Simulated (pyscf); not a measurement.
PySCF, gas phase, ωB97X-D3(BJ)/def2-SVP geometries.

Question: Estimate the classical barrier height and the reaction energy of hydrogen fluoride (HF) + HO–Ge•(F)–F -> F–Ge•(F)–F + water (H₂O) at B3LYP-D3(BJ)/def2-TZVP. The step runs on the doublet surface, breaks F–H, Ge–O and forms F–Ge, H–O; take the separated reactants as zero.

Answer: ΔE‡ = 12.6 kJ/mol, ΔE = -20.1 kJ/mol. ωB97M-D3(BJ)/def2-TZVP gives 13.5 kJ/mol and -21.5 kJ/mol. Zero-point energy shifts the barrier by +2.8 kJ/mol. It is a four-centre exchange, with an imaginary mode of 727i cm⁻¹. On the reactant side the descent ends in a complex, 26.1 kJ/mol under the separated species and 40.4 kJ/mol under the saddle at ωB97X-D3(BJ)/def2-TZVP. On the product side the descent ends in a complex, 26.5 kJ/mol under the separated species and 60.5 kJ/mol under the saddle at ωB97X-D3(BJ)/def2-TZVP. This is the saddle that the search found; another between the same sides may lie lower. Elements up to Kr have no core potential and no relativistic terms here.
